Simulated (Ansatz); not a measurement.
System: diamond-structure Si. Method: BLYP in Ansatz (PAW).

Settings: plane-wave cutoff 520 eV, 12×12×12 k mesh, Fermi–Dirac smearing 0.01 eV, scalar-relativistic PAW data made under PBE.

The cell has the measured lattice: a = b = c = 5.4300 Å, α = β = γ = 90.00°.

Q: Estimate the band gap, smallest direct gap on the k points sampled and width of the whole s-p valence band that the calculation returns.

A: 
band gap: 0.79 eV (indirect)
smallest direct gap on the k points sampled: 2.69 eV
width of the whole s-p valence band: 11.87 eV

Note: cell and atoms aren't relaxed at this level (pressure 5.0 GPa).

The computed numbers hold no vibrational or temperature effects.

The result took roughly 6 core-seconds.

Ansatz is a first-principles code.
